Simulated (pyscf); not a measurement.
H₂As–AsH₂ + H₂ -> AsH₃ + AsH₃, a four-centre exchange (singlet surface; As–As, H–H broken, As–H, As–H formed). Structures and frequencies: ωB97X-D3(BJ)/def2-SVP in PySCF. Energies in kcal/mol from the separated reactants.

Small-basis levels: PySCF, no dispersion term, spherical d functions. 

Task: In single points HF/3-21G puts the saddle at 79.6 kcal/mol and the reaction energy at -0.8 kcal/mol. Should these be trusted to within a few kcal/mol? Compare with ωB97M-D3(BJ)/def2-TZVP.

Result: ωB97M-D3(BJ)/def2-TZVP gives ΔE‡ = 64.8 kcal/mol and ΔE = +1.1 kcal/mol. HF/3-21G lies 14.8 kcal/mol over it in the barrier and 1.9 kcal/mol under it in the reaction energy, so on this step it does not hold to within 3.0 kcal/mol. ωB97M-D3(BJ)/def2-TZVP has limits of its own. The same reactants have a lower exit, to AsH₂• + AsH₂• + H₂ (no saddle counted: cutting one bond costs +49.8 kcal/mol at ωB97M-D3(BJ)/def2-TZVP, against +64.8 kcal/mol here). One saddle was located; it need not be the lowest between these sides. In the def2 sets elements up to Kr have no core potential.
